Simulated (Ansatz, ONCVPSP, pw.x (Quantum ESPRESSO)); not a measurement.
What a changed setting does to a pw.x run (bcc W)

Potential: optimised norm-conserving Vanderbilt (ONCV), ONCVPSP 4.0.1.1 (patched build), PBEsol; core [Xe] 4f14, reference 5d4 6s1.5 6p0.5; waves: 6s: rc 2.65 bohr, ncon 5, nbas 8, qcut 2 1/bohr, 2 projectors, debl 3.5 Ha; 6p: rc 2.85 bohr, ncon 5, nbas 9, qcut 2.3 1/bohr, 2 projectors, debl 2.1 Ha; 5d: rc 1.70 bohr, ncon 4, nbas 8, qcut 6.6 1/bohr, 1 projector; local part: polynomial inside 1.65 bohr (lpopt 5, dvloc0 4 Ha); core correction: none.

The reference run (k-mesh 15³, cutoffs 55/220 Ry, Fermi–Dirac 0.01 Ry, mixing_beta 0.4, conv_thr 1e-9, no spin) gives -3.25 GPa at 15.687 Å³/atom, where all-electron LAPW gives 0.22 GPa. This run, with its own iteration cap, changes degauss to 0.002.

```
&control
  calculation='scf', prefix='x', pseudo_dir='./', outdir='./tmp', tstress=.true., disk_io='none'
/
&system
  ibrav=0, nat=1, ntyp=1, ecutwfc=55, ecutrho=220, nbnd=10,
  occupations='smearing', smearing='fd', degauss=0.002
/
&electrons
  conv_thr=1e-09, mixing_beta=0.4, electron_maxstep=60
/
ATOMIC_SPECIES
W 1.0 W.UPF
CELL_PARAMETERS angstrom
  -1.57698163 1.57698163 1.57698163
  1.57698163 -1.57698163 1.57698163
  1.57698163 1.57698163 -1.57698163
ATOMIC_POSITIONS crystal
W 0.0000 0.0000 0.0000
K_POINTS automatic
15 15 15 0 0 0
```

```bash
pw.x < W.scf.in > W.scf.out
```

Task: How does the run end?

Result: It converges in 9 iterations; the free energy moves by +14.0 meV/atom and the pressure by +0.17 GPa. In a metal, with Fermi–Dirac smearing, F lies below its zero-width value by a term in the square of the width.

```
Message from routine setup:
     using ibrav=0 with symmetry is DISCOURAGED, use correct ibrav instead
     lattice parameter (alat)  =       5.1616  a.u.
     unit-cell volume          =     105.8611 (a.u.)^3
     number of electrons       =         6.00
     number of Kohn-Sham states=           10
     kinetic-energy cutoff     =      55.0000  Ry
     charge density cutoff     =     220.0000  Ry
     scf convergence threshold =      1.0E-09
     Exchange-correlation= PBESOL
     number of k points=   120  Fermi-Dirac smearing, width (Ry)=  0.0020
     iteration #  1     ecut=    55.00 Ry     beta= 0.40
     total energy              =     -15.52829985 Ry
     estimated scf accuracy    <       0.05656730 Ry
     iteration #  2     ecut=    55.00 Ry     beta= 0.40
     total energy              =     -15.52525097 Ry
     estimated scf accuracy    <       0.01175991 Ry
     iteration #  3     ecut=    55.00 Ry     beta= 0.40
     total energy              =     -15.52687302 Ry
     estimated scf accuracy    <       0.00020210 Ry
     [... 3 iterations left out ...]
     iteration #  7     ecut=    55.00 Ry     beta= 0.40
     total energy              =     -15.52690804 Ry
     estimated scf accuracy    <          1.3E-09 Ry
     iteration #  8     ecut=    55.00 Ry     beta= 0.40
     total energy              =     -15.52690804 Ry
     estimated scf accuracy    <          3.1E-09 Ry
     iteration #  9     ecut=    55.00 Ry     beta= 0.40
     the Fermi energy is    15.5401 ev
!    total energy              =     -15.52690804 Ry
     estimated scf accuracy    <          1.1E-10 Ry
     smearing contrib. (-TS)   =      -0.00004965 Ry
     The total energy is F=E-TS. E is the sum of the following terms:
     one-electron contribution =      10.39147215 Ry
     hartree contribution      =       0.13705729 Ry
     xc contribution           =      -4.07390833 Ry
     ewald contribution        =     -21.98147950 Ry
     convergence has been achieved in   9 iterations
          total   stress  (Ry/bohr**3)                   (kbar)     P=      -30.79
     Message from routine punch:
     Nothing written, as per user request (disk_io='none')
```

The run took about 8.3 s on one core of a shared host (Neoverse-V2, 32 threads, 247 GiB, load 21).
